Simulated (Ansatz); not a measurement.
Program: Ansatz 0.2.0.

A structure relaxed at PBE0-D4/def2-TZVP, charge 0, multiplicity 1:

```xyz
8

N    -0.2876   -0.3592    1.0824
C     0.4477   -0.0151   -0.0022
N    -0.2736    0.3781   -1.0796
S     2.1029   -0.0707   -0.0105
H     0.2329   -0.5210    1.9262
H    -1.2315   -0.0241    1.1823
H     0.2481    0.5049   -1.9286
H    -1.2389    0.1072   -1.1699
```

(1) Give its formula and SMILES.

(2) Point group (tolerance 0.08 Å, 0.16 Å for H)?

(3) Summarise the bond lengths by kind.

## Answers

(1) CH4N2S, `NC(N)=S`.

(2) C2.

(3) 2 × C–N 1.355 Å; 4 × H–N 1.005 to 1.007 Å; 1 × C–S 1.656 Å.
